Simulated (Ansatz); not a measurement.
Basis-set extrapolation for the F⁻ ion (frozen core, Ansatz 0.2.0). Multiplicity 1, RHF reference.

```tsv
	def2-TZVPPD	def2-QZVPPD
HF	-99.455825	-99.459134
MP2 correlation	-0.287156	-0.311623
CCSD(T) correlation	-0.291052	-0.314704
```

Energies in hartree. Use E(X) = E(∞) + A·exp(−7.88·√X) for Hartree–Fock and E(X) = E(∞) + B·X^(−2.97) for correlation, with X = 3 and 4.

Task: What is the CCSD(T) energy at the basis-set limit?

Result: HF limit: -99.459134 + (-0.003309) × 0.13774 = -99.45959. Correlation limit: -0.314704 + (-0.023652) × 0.74074 = -0.33222. Total: -99.79181 hartree, 1.22 eV below CCSD(T)/def2-TZVPPD.
